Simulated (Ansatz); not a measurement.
Atomization energy of CH4, singlet, from cheap to dear

Geometry (MP2(full)/6-31G*, from the G2/97 set):

```xyz
5

C     0.0000    0.0000    0.0000
H     0.6291    0.6291    0.6291
H    -0.6291   -0.6291    0.6291
H     0.6291   -0.6291   -0.6291
H    -0.6291    0.6291   -0.6291
```

Measured, as an electronic atomization energy: 420.2 kcal/mol (G2/97 heats of formation of molecule and atoms, with zero-point and thermal terms from B3LYP taken off; Curtiss et al., J. Chem. Phys. 106, 1063 (1997), Staroverov et al., J. Chem. Phys. 119, 12129 (2003)). The measured value holds scalar relativity and spin–orbit coupling, which all computed ones lack, and core correlation, which the wave-function levels lack. Atoms are taken at the same level; beside RHF, RMP2 and RCC rows they are unrestricted. Truncated CI is not size-consistent. The atoms' steps beyond CCSDT(Q) are taken from restricted open-shell runs, which share full CI's core. Ansatz 0.2.0; the 6-31G* set has Cartesian d functions; a miss is computed less measured; times are wall times on shared hosts and scatter by a factor of two or so. A small miss in a small set is a cancellation of the method's error against the basis error.

```
                   level    basis  miss (kcal/mol)      time of the run              hardware
                RCCSD(T)   STO-3G             32.0               0.12 s          1 CPU thread
               RCCSDT(Q)   STO-3G             32.0               0.31 s          1 CPU thread
                 RCCSDTQ   STO-3G             32.0               0.76 s          1 CPU thread
                   B3LYP   STO-3G             92.0               0.21 s          1 CPU thread
                  B2PLYP   STO-3G             69.6               0.22 s          1 CPU thread
                     RHF    6-31G           -100.4               0.18 s          1 CPU thread
                    RMP2    6-31G            -53.2                    –                     –
                RCCSD(T)    6-31G            -48.9               0.19 s          1 CPU thread
               RCCSDT(Q)    6-31G            -48.8               0.49 s          1 CPU thread
                 full CI    6-31G            -48.8                2.3 s          1 CPU thread
                  r2SCAN    6-31G             -4.1                0.4 s          1 CPU thread
                   B3LYP    6-31G             -2.3               0.21 s          1 CPU thread
                 wB97M-V    6-31G              0.4               0.65 s          1 CPU thread
               RCCSDT(Q)   6-31G*            -37.2                0.7 s          1 CPU thread
MRCISD+Q (valence space)   6-31G*            -37.6                2.6 s          1 CPU thread
                 full CI   6-31G*            -37.2                2.2 s  H100 + 5 CPU threads
                  r2SCAN   6-31G*             -2.0               0.43 s          1 CPU thread
                   B3LYP   6-31G*              0.9               0.25 s          1 CPU thread
                     RHF  cc-pVDZ            -97.0               0.18 s          1 CPU thread
                RCCSD(T)  cc-pVDZ            -25.1               0.22 s          1 CPU thread
               RCCSDT(Q)  cc-pVDZ            -25.0                1.2 s          1 CPU thread
                 RCCSDTQ  cc-pVDZ            -24.9                  2 s  H100 + 5 CPU threads
MRCISD+Q (valence space)  cc-pVDZ            -25.5                2.6 s          1 CPU thread
                 full CI  cc-pVDZ            -24.9                 12 s  H100 + 5 CPU threads
                     PBE  cc-pVDZ             -6.0               0.31 s          1 CPU thread
                  r2SCAN  cc-pVDZ             -6.8               0.55 s          1 CPU thread
                   B3LYP  cc-pVDZ             -6.6               0.28 s          1 CPU thread
                 wB97M-V  cc-pVDZ             -2.9               0.79 s          1 CPU thread
                     RHF  cc-pVTZ            -92.3                0.3 s          1 CPU thread
                    RMP2  cc-pVTZ             -9.9                    –                     –
MRCISD+Q (valence space)  cc-pVTZ             -8.0                2.1 s  H100 + 5 CPU threads
                     PBE  cc-pVTZ              0.2               0.48 s          1 CPU thread
                   B3LYP  cc-pVTZ              0.9               0.44 s          1 CPU thread
                 wB97M-V  cc-pVTZ              0.1  1.8 s (with forces)          1 CPU thread
                  B2PLYP  cc-pVTZ             -2.5               0.76 s          1 CPU thread
                     RHF  cc-pVQZ            -92.0               0.83 s          1 CPU thread
               RCCSDT(Q)  cc-pVQZ             -3.2                  8 s  H100 + 5 CPU threads
                  r2SCAN  cc-pVQZ             -0.7                1.1 s  H100 + 5 CPU threads
                   B3LYP  cc-pVQZ              1.2                1.1 s  H100 + 5 CPU threads
                  B2PLYP  cc-pVQZ             -1.0                1.4 s  H100 + 5 CPU threads
```

HF's time is that of a plain UHF run. A dash: the level came out of a higher level's run.

A composite of the best parts (restricted reference, at this geometry, which isn't the minimum of the high levels):

| part | kcal/mol |
| --- | --- |
| Hartree–Fock limit (T, Q; exp(−5.46 √X)) | 328.31 |
| CCSD(T) correlation limit (T, Q; X⁻³) | 91.52 |
| CCSDT − CCSD(T) (QZ) | -0.08 |
| (Q) (QZ) | 0.09 |
| CCSDTQ − CCSDT(Q) (DZ) | 0.01 |
| full CI − CCSDTQ (DZ) | 0.01 |
| sum | 419.9 |
| sum less measured | -0.3 |
